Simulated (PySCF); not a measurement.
Gas-phase reaction: SiH2(NH2)2 + 4 N + 4 Cl → SiCl4 + 3 N2H2

Energies from PySCF, thermal terms from the rigid-rotor harmonic-oscillator model, ideal gas at 1 bar. † marks an energy on the PBE0/def2-TZVP geometry and frequencies; other levels use their own. CCSD(T) freezes the core. 6-31G* has spherical d functions here. Open shells (unrestricted): N (multiplicity 4), Cl (multiplicity 2); the rest are closed-shell singlets. Spin-orbit splitting is ignored; it lowers the true energy and changes the entropy of Cl. B3LYP is the form with VWN-RPA correlation. SiH2(NH2)2: computed as isolated molecules; such fragments, hydroxides, amides, oligomers or adducts are transient or little studied in the gas. CCSD(T) isn't extrapolated to the basis-set limit.

```csv
level,"ΔH°(298 K), kJ"
B3LYP/6-31G*,?
CCSD(T)/def2-SVP†,-2009
CCSD(T)/def2-TZVPP†,-2139
HF/6-31G*,?
M06-2X/def2-TZVP†,-2272
PBE/def2-SVP,?
PBE/def2-TZVP†,-2506
PBE0/def2-QZVP†,?
r2SCAN/def2-TZVP†,-2257
LDA/def2-TZVP†,-2899
```

Some entries are withheld; supply them.


- B3LYP/6-31G*, ΔH°(298 K), kJ: -2197
- HF/6-31G*, ΔH°(298 K), kJ: -849
- PBE/def2-SVP, ΔH°(298 K), kJ: -2528
- PBE0/def2-QZVP†, ΔH°(298 K), kJ: -2305
